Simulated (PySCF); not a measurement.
Numbering as in the mapped SMILES `[C-:1]#[N+:2][CH2:3][CH3:4]`. Each H is labelled by its parent atom.

GIAO shifts from PySCF 2.14 on PBE0-D3(BJ)/def2-TZVP geometries (one conformer, non-relativistic, equivalent nuclei averaged), against TMS at the same level and in the same medium; PCM means IEF-PCM chloroform.

Measured (solution, not stated per compound (mostly CDCl3 or CCl4); Pretsch, Buehlmann, Badertscher, Structure Determination of Organic Compounds, 4th ed. (2009)): C3 36.4, C4 15.3, H(C3) 3.39, H(C4) 1.28 ppm.

Which unscaled values do B97-2/pcSseg-2, gas; WP04/pcSseg-2, PCM; wB97X-D/pcSseg-2, PCM give, and how close are they?

Results:


```csv
atoms,measured,"B97-2/pcSseg-2, gas","WP04/pcSseg-2, PCM","wB97X-D/pcSseg-2, PCM"
C3,36.4,38.4,42.7,39.4
C4,15.3,18.5,19.9,18.5
H(C3),3.39,3.32,3.44,3.42
H(C4),1.28,1.28,1.36,1.34
```

Mean absolute error for ¹³C: B97-2/pcSseg-2, gas 2.6, WP04/pcSseg-2, PCM 5.5, wB97X-D/pcSseg-2, PCM 3.1 ppm.

Mean absolute error for ¹H: B97-2/pcSseg-2, gas 0.04, WP04/pcSseg-2, PCM 0.06, wB97X-D/pcSseg-2, PCM 0.04 ppm.
